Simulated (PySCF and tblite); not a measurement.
Values are calculated unless marked as measured or tabulated.
(E)-crotonaldehyde, C4H6O, numbered as in [CH3:1]/[CH:2]=[CH:3]/[CH:4]=[O:5].

Conformers came from 60 starts (ETKDG and KDG, MMFF94s, GFN2-xTB); geometries are GFN2-xTB. Free energies are PBE0-D3(BJ)/pcSseg-1 (IEF-PCM, chloroform) single points with GFN2-xTB rigid-rotor and vibrational terms (modes under about 100 cm⁻¹ blended into free rotors). Symmetry numbers and mirror images are counted. Conformers within 3 kcal/mol (GFN2-xTB free energy) were kept, 10 at most. Couplings: B3LYP/pcJ-1 (gas phase; spin-dipole term only for pairs with B, N, F, Si or P). Couplings are for ¹³C, ¹H, ¹⁷O. Programs: PySCF with density fitting and tblite.

Torsions listed: C2–C3–C4–O5.

| conformer | shape | weight % |
| --- | --- | --- |
| 1 | 180° | 94.1 |
| 2 | 0° | 5.9 |

(1) Give the couplings in each conformer and the averages at 298.15 K (pairs that fast motion interchanges averaged).

Answers

(1) 
| coupling | pairs | 1 | 2 | average (Hz) |
| --- | --- | --- | --- | --- |
| ¹J(C1,C2) | 1 | 43.4 | 42.9 | 43.4 |
| ¹J(C1,H1) | 3 | 133.6 | 133.3 | 133.6 |
| ²J(C1,H2) | 1 | 4.6 | 5.1 | 4.6 |
| ³J(C1,H3) | 1 | 7.5 | 7.1 | 7.4 |
| ¹J(C2,C3) | 1 | 75.6 | 74.5 | 75.5 |
| ³J(C2,O5) | 1 | -1.8 | -3.7 | -1.9 |
| ²J(H1,C2) | 3 | -7.1 | -7.3 | -7.1 |
| ¹J(C2,H2) | 1 | 156.3 | 162.8 | 156.7 |
| ²J(C2,H3) | 1 | 1.4 | 0.3 | 1.4 |
| ³J(C2,H4) | 1 | 1.6 | 4.5 | 1.8 |
| ¹J(C3,C4) | 1 | 59.1 | 57.3 | 59.0 |
| ²J(C3,O5) | 1 | -2.5 | -0.6 | -2.4 |
| ³J(H1,C3) | 3 | 6.5 | 6.8 | 6.6 |
| ²J(H2,C3) | 1 | 0.3 | -0.3 | 0.2 |
| ¹J(C3,H3) | 1 | 162.8 | 163.0 | 162.8 |
| ²J(C3,H4) | 1 | 29.0 | 25.8 | 28.8 |
| ¹J(C4,O5) | 1 | 32.2 | 33.2 | 32.3 |
| ⁴J(H1,C4) | 3 | -1.6 | -1.5 | -1.6 |
| ³J(H2,C4) | 1 | 9.6 | 7.1 | 9.4 |
| ²J(H3,C4) | 1 | 1.9 | 7.8 | 2.3 |
| ¹J(C4,H4) | 1 | 169.4 | 172.0 | 169.5 |
| ⁵J(H1,O5) | 3 | -0.6 | -0.8 | -0.6 |
| ³J(H3,O5) | 1 | -1.1 | -1.8 | -1.1 |
| ²J(H4,O5) | 1 | -4.0 | -4.6 | -4.0 |
| ²J(H1,H1) | 3 | -16.3 | -16.4 | -16.3 |
| ³J(H1,H2) | 3 | 7.8 | 8.2 | 7.8 |
| ⁴J(H1,H3) | 3 | -2.1 | -2.2 | -2.1 |
| ³J(H2,H3) | 1 | 16.0 | 15.7 | 16.0 |
| ³J(H3,H4) | 1 | 8.0 | 1.5 | 7.6 |
